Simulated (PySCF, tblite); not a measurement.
# PH2F and fluoride

A gas-phase complex of PH2F and fluoride; charge -1, singlet. The structure comes from a short search (6 tight-binding starts) and was relaxed by PBE0-D3(BJ)/def2-TZVPD; another way of binding may lie lower. Frequencies by PBE0-D3(BJ)/def2-TZVPD show no clear imaginary mode.

Parts: 1 = PH2F (FP), atoms 1–4; 2 = fluoride ([F-]), atoms 5, charge -1.

```xyz
5

F     1.244   -0.360   -0.445
P     0.106    0.279    0.825
H    -0.848   -0.618    0.275
H    -0.134    1.351   -0.074
F    -1.274    0.953    1.800
```
(Å; atoms numbered from 1)

Contacts between parts, classed by geometry: P2···F5 1.820 Å (bond).

The parts are joined by the bond P2–F5, so these are energies of forming such bonds; deforming the relaxed parts to their shape in the adduct costs 13.1 kcal/mol, which the interaction energies leave out.

Interaction energies are complex less parts, with the parts frozen as they stand in it; counterpoise-corrected, in kcal/mol (PySCF). The CCSD(T) estimate is Hartree-Fock/aug-cc-pVQZ, plus the MP2 correlation part extrapolated as X⁻³ from aug-cc-pVTZ and aug-cc-pVQZ, plus CCSD(T) less MP2 in aug-cc-pVDZ; noble-gas cores are frozen. It isn't the exact limit.

| level | interaction | superposition error removed |
| --- | --- | --- |
| Hartree-Fock/aug-cc-pVQZ | -54.35 | - |
| wB97M-D3(BJ)/def2-TZVPD | -55.64 | -0.15 |
| PBE0-D3(BJ)/def2-TZVPD | -58.60 | -0.17 |
| MP2/aug-cc-pVQZ | -55.95 | -0.81 |

Q: What does CCSD(T) at its estimated basis limit give, and which of these levels comes nearest?

A: -56.06 kcal/mol. MP2/aug-cc-pVQZ is nearest, off by +0.12; the errors are Hartree-Fock/aug-cc-pVQZ +1.72, wB97M-D3(BJ)/def2-TZVPD +0.42, PBE0-D3(BJ)/def2-TZVPD -2.53, MP2/aug-cc-pVQZ +0.12.

Q: What holds them together? Decompose the wB97M-D3(BJ)/def2-TZVPD energy: frozen parts, their antisymmetrised product, then relaxation.

A: electrostatic -127.7, Pauli repulsion +179.2, orbital relaxation -106.6, dispersion correction -0.7 kcal/mol, which sum to the value before the counterpoise correction; the Pauli term holds the exchange-correlation of the frozen density too. Of the attraction, 54 % is electrostatic, 45 % is orbital relaxation, 0 % is dispersion correction.

The parts were also relaxed and run alone, at the levels used for the complex: shieldings by PBE0/aug-pcSseg-2; core levels by delta-SCF with SCAN, aug-pcX-2 on the ionised atom and aug-pcseg-1 elsewhere, spin-free X2C (2p3/2 is the spin-free 2p value less a third of a first-order spin-orbit splitting).

Values alone: shielding of P2 (ppm): 204.1; shielding of F5 (ppm): 479.9; P2 2p3/2 core level (eV): 138.74; F5 1s core level (eV): 680.05.

Q: What does binding change?

A: 
```
                property   alone  in the complex  change
   shielding of P2 (ppm)   204.1           366.8  +162.6
   shielding of F5 (ppm)   479.9           317.7  -162.1
P2 2p3/2 core level (eV)  138.74          131.75   -6.99
   F5 1s core level (eV)  680.05          684.31   +4.26
```

Q: What are the binding energy from relaxed parts (wB97M-D3(BJ)/def2-TZVPD), and ΔH and ΔG of association at 298.15 K and 1 atm?

A: -42.58 kcal/mol, -41.36 with zero-point energy; ΔH -42.0 and ΔG -33.6 kcal/mol, from harmonic vibrations by PBE0-D3(BJ)/def2-TZVPD with low modes damped.

The 6 runs behind this took 4.9 min in all, one thread each of Intel Xeon Platinum 8375C on a shared host, launched as `OMP_NUM_THREADS=1 python cluster_run.py task.json out`.
